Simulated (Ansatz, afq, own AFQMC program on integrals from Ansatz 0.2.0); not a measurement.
## SiN₂H₄, singlet: energetics from AFQMC and coupled cluster

```xyz
7

N    -1.2262    0.3197   -0.3557
Si   -0.1815   -1.0549   -0.4306
N     1.2324   -0.4011    0.3175
H    -2.1686    0.2666   -0.7243
H    -1.0257    1.2390    0.0278
H     1.3698    0.5355    0.6870
H     2.0611   -0.9728    0.4326
```

Geometry: a PBE0/def2-SVP stationary point, not shown to be a minimum. Basis def2-TZVP. Only valence electrons are correlated. Integrals, coupled cluster, full CI and functionals: Ansatz 0.2.0; the random walks run on the same integrals in our own AFQMC program. ph-AFQMC/CISD is guided by a CISD state made of CCSD amplitudes; releasing the constraint for a short imaginary time cuts its bias at the price of noise, slowly where states lie close. Error bars are statistical, one sigma.

Best estimates are CCSD(T) at the basis-set limit (def2-TZVPP/QZVPP) plus the step from CCSD(T) to the highest rung at hand in def2-TZVP, named in the table (released AFQMC can keep some 10 meV of bias). Fragments are relaxed and keep their bonds. No zero-point, core-correlation or spin–orbit terms. Other levels are in def2-TZVP; a dash marks a level that is missing or breaks spin symmetry for a member.

Cautions: SiN₂H₄ (singlet): the released value is read at 1.50 1/Eh with a noise of 15 meV, more than in the cases checked (meV from the phaseless value at times in 1/Eh: -5 ± 9 at 0.24, 0 ± 9 at 0.51, -23 ± 14 at 0.99, -10 ± 15 at 1.50); SiN₂H₃ (doublet): unrestricted determinant slightly spin contaminated (⟨S²⟩ 0.83 against 0.75), the released value is read at 0.99 1/Eh with a noise of 14 meV, more than in the cases checked, later times being too noisy (meV from the phaseless value at times in 1/Eh: -18 ± 12 at 0.24, -23 ± 11 at 0.51, -30 ± 14 at 0.99, -48 ± 19 at 1.50).

```csv
process,best estimate (kJ/mol),highest rung
N3–H7 → SiN2H3 (doublet) + H (doublet),450 ± 2,released AFQMC
to free atoms,2406 ± 1,released AFQMC
```

Errors against the best estimates in kJ/mol, the processes numbered in the order above:

```
        level  error, 1    error, 2
          MP2         1        -108
      CCSD(T)       -13        -132
ph-AFQMC/CISD   -11 ± 1  -131 ± 0.8
  CCSD(T)/CBS         0          -1
          PBE       -34          30
       r2SCAN       -33         -39
         PBE0       -19         -36
        B3LYP       -16          -9
      wB97M-V         7          13
       B2PLYP       -17         -41
```

Cost at the first geometry (cards were shared with other jobs): PBE0/def2-TZVP, 4.2 s on 1 thread of AMD EPYC 7R13 Processor (Zen 3) (shared host); RCCSD(T)/def2-TZVP, 18 s on 1 × NVIDIA H100 80GB HBM3 with 1 thread of AMD EPYC 7R13 Processor (Zen 3) (shared host); CCSD(T)/def2-QZVPP, 24 s on 1 × NVIDIA H100 80GB HBM3 with 1 thread of AMD EPYC 7R13 Processor (Zen 3), on a shared host; ph-AFQMC/CISD with release, 6.3 min on 1 × NVIDIA H100 80GB HBM3 with 2 threads of AMD EPYC 7R13 Processor (Zen 3) (shared host).

Best estimates are given only where the step beyond CCSD(T) is under 0.3 eV and no member's determinant is very poor (T1 over 0.05, or 0.07 for open shells, ⟨S²⟩ too high by 0.3, two states mixed), so the hardest cases are missing from such tables.

The functionals ran in a triple-zeta set and keep a basis error of their own, a few kJ/mol for each bond in atomization energies and more for double hybrids, so close places among them and the extrapolated levels can swap.

Each member of a difference takes its own highest rung, so a best estimate needn't equal the limit plus the step of one row. Released energies are given only where the last usable release times agree within the noise; a slower fall can still hide under it.
